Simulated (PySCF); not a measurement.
Species: C3H5N.
Bonds: C1–C2 (double), C2–N3, N3–C4 (double). Hydrogens: H5, H6 on C1; H7 on C2; H8, H9 on C4.

Computed, not measured: TDDFT wB97X-D/def2-SVPD, vertical, gas phase, core orbitals frozen in the response in PySCF 2.14.0, density-fitted response routines. Isolated species at its GFN2-xTB geometry (one conformer only). Torsions of this conformer, `[CH2:1]=[CH:2][N:3]=[CH2:4]`: C1–C2–N3–C4 52°.

Kohn–Sham orbitals with the atoms that hold most of them (Löwdin shares over 4%, at most four atoms; ? is withheld):

```tsv
orbital	ε (eV)	atoms
HOMO-3	-12.85	C1 33%, C2 14%, H6 14%, N3 13%
HOMO-2	-11.88	N3 28%, C2 22%, C4 22%, C1 9%
HOMO-1	-10.29	?
HOMO	-8.69	?
LUMO	?	C4 32%, N3 26%, C1 14%, C2 10%
LUMO+1	2.42	C4 26%, C2 19%, C1 19%, H9 8%
LUMO+2	2.90	C1 23%, C2 19%, H6 12%, C4 12%
```

(1) Which atoms hold the HOMO-1, and with what shares?

(2) Which atoms hold the HOMO, and with what shares?

(3) What is the LUMO energy, and the HOMO–LUMO gap?

Answers

(1) N3 (bonded to 2 C) 37%; C4 (bonded to N and 2 H) 20%; C2 (bonded to C, N and H) 18%; C1 (bonded to C and 2 H) 12%. By element: carbon 50%, nitrogen 37%.

(2) N3 (bonded to 2 C) 33%; C1 (bonded to C and 2 H) 28%; C2 (bonded to C, N and H) 19%; C4 (bonded to N and 2 H) 8%. By element: carbon 56%, nitrogen 33%.

(3) ε(LUMO) = 0.81 eV; the gap is 9.49 eV (0.3489 hartree).

Q: The HOMO–LUMO gap is 9.49 eV. Where does the response calculation put the lowest singlet, and from which orbitals?

A: S1 is at 4.43 eV (f = 0.042), 5.07 eV below the gap, made of HOMO→LUMO (83%), HOMO-1→LUMO (12%). Without the coupling terms of the response equations the lowest excitation would equal the gap.

Q: One configuration dominates each of S1, S2 and S3. Which, and how do the shares of the two leading atoms of either orbital change from the occupied to the empty one?

A: 
- S1 (4.43 eV, f 0.042), HOMO→LUMO (83%): N3 33% → 26%, C1 28% → 14%, C4 8% → 32%
- S2 (6.30 eV, f 0.092), HOMO-1→LUMO (78%): N3 37% → 26%, C4 20% → 32%
- S3 (6.72 eV, f 0.193), HOMO→LUMO+1 (72%): N3 33% → at most 9%, C1 28% → 19%, C4 8% → 26%, C2 19% → 19%
